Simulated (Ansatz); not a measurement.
Results of r²SCAN-D4 (Ansatz, a first-principles code, plane waves, PAW) for hcp Lu.

Numerical settings: plane-wave cutoff 500 eV, 24×24×14 k mesh (along the axes of the cell as run), Fermi–Dirac smearing 0.1 eV, scalar-relativistic PAW data made under PBE.

Computed at the level's own relaxed cell.

**Question.** Predict the equilibrium volume per atom, lattice parameter a and lattice parameter c.

**Answer.** 
- equilibrium volume per atom = 28.91 Å³/atom
- lattice parameter a = 3.497 Å
- lattice parameter c = 5.459 Å

Measured, for comparison: equilibrium volume per atom 29.52 Å³/atom (room temperature, no zero-point or thermal correction; as tabulated in Söderlind et al. (2014), doi:10.1088/0953-8984/26/41/416001); lattice constant a 3.505 Å (293 K, no zero-point or thermal correction; as tabulated in Wikipedia's data pages); lattice parameter c 5.549 Å (293 K, no zero-point or thermal correction, our sources range from 5.549 to 5.563; as tabulated in Wikipedia's data pages). Computed (rounded) less measured: equilibrium volume per atom -2.1 %, lattice constant a -0.2 %, lattice parameter c -1.6 % (-1.6 % to -1.9 % over the range). A static lattice is as a rule a little smaller and stiffer than an uncorrected measurement, which narrows the difference in the lattice parameter c and would widen misses of the other sign.

Spin–orbit coupling is not included.

The computed numbers hold no vibrational or temperature effects.

It cost roughly 7 core-minutes of CPU time.
